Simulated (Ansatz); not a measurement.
# CH2S2: one species, many methods

An exercise on one series of results from a longer session: the logs are not shown, and one member is left open.

The runs use Ansatz 0.2.0, Gaussian basis; functionals in def2-TZVPP, the program's frozen cores in correlated methods.

Plan: LDA (SPW92), PBE-D4, revPBE-D4, BLYP-D4, r2SCAN-D4, B97M-V, PBE0-D4, B3LYP-D4, r2SCANh-D4, r2SCAN0-D4, HSE06-D4, BHLYP-D4, CAM-B3LYP-D4, LC-ωPBE, ωB97X-V, ωB97M-V, B2PLYP, PBE-QIDH; CCSD(T)/def2-SVP; CCSD(T)/def2-TZVPP; CCSD(T)/def2-QZVPP; extrapolation to the limit; RPA on PBE.

## The geometry

All runs share one geometry, relaxed beforehand with PBE0-D4 in a triple-zeta def2 set.

SMILES `C1SS1`, 5 atoms, charge 0, spin multiplicity 1.

Atoms are counted from 1 here; the program's logs count them from 0.

Bond lengths: C1–S2 1.784 Å, C1–S3 1.784 Å, C1–H4 1.085 Å, C1–H5 1.085 Å, S2–S3 2.067 Å. Angles: S2–C1–S3 70.8°, S2–C1–H4 115.6°, S2–C1–H5 115.6°, S3–C1–H4 115.6°, S3–C1–H5 115.6°, H4–C1–H5 116.0°, C1–S2–S3 54.6°, C1–S3–S2 54.6°.

Geometry (Å):

```xyz
5
CH2S2
C    -0.0470    0.2236   -0.2610
S     0.2634   -0.0028    1.4816
S     0.1134   -1.5196    0.0849
H    -1.0454    0.5599   -0.5190
H     0.7656    0.6651   -0.8279
```

Set-up of the first run:

Contents of in.yaml:

```yaml
crystal:
  periodic: [false, false, false]
  atoms:
    - {symbol: C, position_ang: [-0.046965, 0.223582, -0.261013]}
    - {symbol: S, position_ang: [0.263424, -0.002757, 1.481573]}
    - {symbol: S, position_ang: [0.113366, -1.519636, 0.084917]}
    - {symbol: H, position_ang: [-1.045377, 0.559879, -0.518997]}
    - {symbol: H, position_ang: [0.765551, 0.665131, -0.827879]}
basis:
  gaussian: {orbitals: def2-TZVPP}
hamiltonian: {xc: lda}
output: {orbitals: {seedname: orbitals}}
```

The run is started by

```sh
$ ansatz run in.yaml --threads 2 --pin off --events-out ev --progress --plain --max-ram 4352MiB
```

Among the steps run: LDA; PBE-D4 (GGA); revPBE-D4 (GGA); BLYP-D4 (GGA); r2SCAN-D4 (meta-GGA); B97M-V (meta-GGA); PBE0-D4 (hybrid); B3LYP-D4 (hybrid); r2SCANh-D4 (hybrid); r2SCAN0-D4 (hybrid); HSE06-D4 (hybrid); BHLYP-D4 (hybrid); CAM-B3LYP-D4 (range-separated); LC-ωPBE (range-separated); ωB97X-V (range-separated); ωB97M-V (range-separated); B2PLYP (double hybrid); PBE-QIDH (double hybrid).

One table of the session follows, with a row left open; its other results are not shown here.

It belongs to the step «Orbital energies across the functionals». 

```
  functional  HOMO (eV)  LUMO (eV)  gap (eV)
 LDA (SPW92)      -5.13      -2.80      2.33
      PBE-D4      -5.01      -2.61      2.40
   revPBE-D4      -4.97      -2.54      2.43
     BLYP-D4      -4.85      -2.47      2.39
   r2SCAN-D4      -5.24      -2.49      2.75
      B97M-V      -5.30      -2.39      2.91
     PBE0-D4      -6.23      -1.66      4.57
    B3LYP-D4      -5.99      -1.88      4.12
  r2SCANh-D4      -5.69      -2.13      3.56
  r2SCAN0-D4      -6.37      -1.59      4.78
    HSE06-D4      -5.83      -2.05      3.79
    BHLYP-D4      -7.31      -0.59      6.72
CAM-B3LYP-D4      -7.55      -0.51      7.04
     LC-ωPBE      -8.96       0.62      9.58
     ωB97X-V      -8.58       0.55      9.13
     ωB97M-V          ?          ?         ?
```

Q: Estimate the row for ωB97M-V from the others.

The run gave: HOMO (eV): -8.40; LUMO (eV): 0.48; gap (eV): 8.87. In the column «HOMO (eV)» it lies between ωB97X-V (-8.58) and CAM-B3LYP-D4 (-7.55).
